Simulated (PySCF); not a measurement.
# Gas-phase thermal properties of OH

Energies from PySCF (xtb for GFN2), thermal terms from the rigid-rotor harmonic-oscillator model, ideal gas at 1 bar. Table values come from the NASA 1993 polynomials. 6-31G* has spherical d functions here. Open shells (unrestricted): OH (multiplicity 2, electronic degeneracy 4). GFN2 has no spin-polarisation term. Spin-orbit splitting is ignored; it lowers the true energy and changes the entropy of OH. B3LYP is the form with VWN-RPA correlation. The harmonic model lacks anharmonicity and excited electronic states, which grow with temperature; levels with a mode under 35 cm⁻¹ are left out. The table's entry may be an old estimate for OH (not checked at source).

| level | point group | σ | ZPE (kJ/mol) | S°298 (J/mol/K) | Cp298 (J/mol/K) | S°1000 (J/mol/K) | H1000 − H298 (kJ/mol) |
|---|---|---|---|---|---|---|---|
| table | - | - | - | 183.7 | 29.9 | 219.7 | 20.9 |
| B3LYP/6-31G* | C∞v | 1 | 21.7 | 184.2 | 29.1 | 219.7 | 20.7 |
| GFN2-xTB | C∞v | 1 | 21.4 | 183.8 | 29.1 | 219.4 | 20.7 |
| HF/6-31G* | C∞v | 1 | 23.8 | 183.8 | 29.1 | 219.2 | 20.6 |
| PBE/def2-SVP | C∞v | 1 | 21.4 | 184.3 | 29.1 | 219.8 | 20.7 |
| PBE0/def2-TZVP | C∞v | 1 | 22.4 | 184.0 | 29.1 | 219.5 | 20.6 |
σ: rotational symmetry number. Electronic degeneracy used: 4. Frequencies are unscaled.
